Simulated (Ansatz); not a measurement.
System: corundum (α-Al2O3). Method: r²SCAN-D4 (plane waves, PAW; Ansatz, a quantum-chemistry and plane-wave program).

Settings: plane-wave cutoff 560 eV, 8×8×8 k mesh, Fermi–Dirac smearing 0.01 eV, scalar-relativistic PAW data made under PBE.

Shape and atoms are relaxed at each volume.

The direct gap at Γ against volume; x = 100 ln(V/8.436 Å³). One gap is withheld.

```tsv
V (Å³/atom)	x	gap (eV)
8.098	-4.09	7.752
8.267	-2.02	7.485
8.436	0.00	7.227
8.604	1.97	6.977
8.773	3.92	?
```

**Question.** Fit a straight line to the rows shown, give the volume deformation potential and predict the withheld gap.

**Answer.** Means of the 4 rows: x̄ = -1.035, ȳ = 7.3602 eV. Σ(x − x̄)(y − ȳ) = -2.6093 and Σ(x − x̄)² = 20.404, so the slope is -0.1279 eV per unit of x, and dE_g/d ln V = -12.8 eV. At x = 3.92: 7.3602 + (-0.1279) × (3.92 − (-1.035)) = 6.726 eV. The run gives 6.735 eV, 0.009 eV above the line, as the curve bends the same way over all rows.

Note: the bulk modulus comes from volumes at which shape and atoms were relaxed.
